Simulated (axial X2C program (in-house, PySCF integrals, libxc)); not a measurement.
## Photoelectron levels of SiO by EOM-IP-CCSD

Calculated with an axial X2C code built on PySCF integrals: two-component X2C with atomic mean-field Coulomb and Gaunt terms, Gaussian nuclei, basis Si dyall-v3z, O dyall-av3z with contracted cores.

R = 1.655 Å (1.090 times 1.518 Å, the PBE0 minimum at charge 0 for the lowest determinant).

Vertical ionisation energies of SiO to the states of SiO⁺:

| Ω of SiO⁺ | vertical IE (eV) | above lowest (cm⁻¹) | ionised spinor | one-hole weight |
| --- | --- | --- | --- | --- |
| 3/2 | 11.231 | 0 | 80% O pπ, 13% Si pπ | 0.91 |
| 1/2 | 11.247 | 131 | 80% O pπ, 13% Si pπ | 0.91 |
| 1/2 | 11.379 | 1193 | 48% O pσ, 28% Si pσ, 17% Si sσ | 0.94 |
| 1/2 | 15.226 | 32222 | 47% Si sσ, 38% O pσ, 7% O sσ | 0.87 |

**Question.** What is the splitting of the first π pair in the table, and is it regular or inverted?

**Answer.** E(3/2) − E(1/2) = 0 − 131 = -131 cm⁻¹ at EOM-IP-CCSD: inverted, Ω = 3/2 lower. Splittings at this level can be off by ten to twenty per cent.

This point took 7.1 s on 1 thread of Intel(R) Xeon(R) Processor @ 2.30GHz (shared host).

Reference electrons by ω block (each with its −ω partner): 1/2: 9, 3/2: 2. 10 electrons of SiO correlated (inner shells frozen), 94 natural virtual spinors (a truncated set); levels can be off by some tenths of an eV. Roots sought by Ω: (1/2: 4, 3/2: 3, 5/2: 1); the list ends where they run out and leaves out roots under 60 % one-particle weight. The solver can skip a root, and states that need a further excitation, which the method places far too high, are missing though they may lie low or lowest. T1 of the reference 0.033 (Lee–Taylor). Number of frozen shells: Si 2 s, 1 p; O 1 s. Large amplitudes in the reference (orbital relaxation or multireference character) lower the reliability.
